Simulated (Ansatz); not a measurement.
# SiC (quintet): from Hartree-Fock to the top rungs, cc-pVTZ

Aim: climb from Hartree-Fock through coupled cluster and multireference methods for SiC (quintet) at one geometry and basis, and see what each rung misses.

Method: cc-pVTZ, core rule «outside noble gas», up to 6 orbitals frozen; program: Ansatz 0.2.0, Gaussian basis.

To be run: UHF; CCSD(T) on ROHF; CCSD(T) on UHF; BCCD(T) on ROHF; CISD; CCSDT(Q) on ROHF; CCSDT(Q) on UHF; CASSCF and MRCISD+Q, 8 electrons in 8 orbitals; CASSCF and NEVPT4(SD), 8 electrons in 8 orbitals; CASSCF and NEVPT2, 8 electrons in 8 orbitals.

18 further runs of the same task are left out: 8 that didn't finish, 10 set aside as unsound or not needed.

**1. What is computed**

The geometry is a PBE0/def2-TZVP stationary point (not a proven minimum) of the parent state, kept for this charge and spin.

2 atoms, charge 0, spin multiplicity 5.

Atoms are counted from 1 here; the program's logs count them from 0.

Bond lengths: Si1–C2 1.710 Å.

Geometry (Å):

| atom | x (Å) | y (Å) | z (Å) |
| --- | --- | --- | --- |
| Si1 | 0.00000 | 0.00000 | 0.00000 |
| C2 | 0.00000 | 0.00000 | 1.71000 |

**2. UHF**

File in.yaml:

```yaml
crystal:
  periodic: [false, false, false]
  atoms:
    - {symbol: Si, position_ang: [0.000000, 0.000000, 0.000000]}
    - {symbol: C, position_ang: [0.000000, 0.000000, 1.709998]}
basis:
  gaussian: {orbitals: cc-pVTZ}
magnetization: {spin_polarized: true, initial_magnetization: 4}
hamiltonian: {xc: hf}
output: {orbitals: {seedname: orbitals}}
```

On the command line:

```sh
ansatz run in.yaml --threads 1 --pin off --events-out ev --progress --plain --max-ram 2393MiB
```

After this run come: CCSD(T) on ROHF; CCSD(T) on UHF; BCCD(T) on ROHF; CISD; CCSDT(Q) on ROHF; CCSDT(Q) on UHF; CASSCF and MRCISD+Q, 8 electrons in 8 orbitals; CASSCF and NEVPT4(SD), 8 electrons in 8 orbitals; CASSCF and NEVPT2, 8 electrons in 8 orbitals.

**Question.** What will the summary of the whole plan be? Wanted: UCCSDT(Q) below the RHF energy; RMP2 from UCCSDT(Q); UMP2 from UCCSDT(Q); RCCSD from UCCSDT(Q); RCCSD(T) from UCCSDT(Q); UCCSD(T) from UCCSDT(Q); RCCSDT(Q) from UCCSDT(Q); NEVPT2 valence from UCCSDT(Q); NEVPT4(SD) valence from UCCSDT(Q).

As calculated:

```
                         quantity                      value
   UCCSDT(Q) below the RHF energy                 -5.2711 eV
              RMP2 from UCCSDT(Q)              +114.9 kJ/mol
              UMP2 from UCCSDT(Q)              +118.4 kJ/mol
             RCCSD from UCCSDT(Q)               +28.1 kJ/mol
          RCCSD(T) from UCCSDT(Q)                +6.2 kJ/mol
          UCCSD(T) from UCCSDT(Q)                +6.2 kJ/mol
         RCCSDT(Q) from UCCSDT(Q)                +0.3 kJ/mol
    NEVPT2 valence from UCCSDT(Q)               +91.8 kJ/mol
NEVPT4(SD) valence from UCCSDT(Q)               +14.0 kJ/mol
  MRCISD+Q valence from UCCSDT(Q)                +8.1 kJ/mol
levels within 1 kcal/mol (43 meV)  RCCSDT, UCCSDT, RCCSDT(Q)
                    T1 diagnostic                      0.050
   effectively unpaired electrons                       4.04
```

RCCSD(T) misses by +6.2 kJ/mol, 1.2 % of the correlation energy. The occupations are near whole numbers, but T1 = 0.050 shows that the orbitals relax strongly. Of the multireference levels listed MRCISD+Q valence comes nearest in total energy (+8.1 kJ/mol), which doesn't show that its space is the better one. These misses are within one basis, not against nature; the frozen cores of restricted and unrestricted runs differ, which can shift their rows.
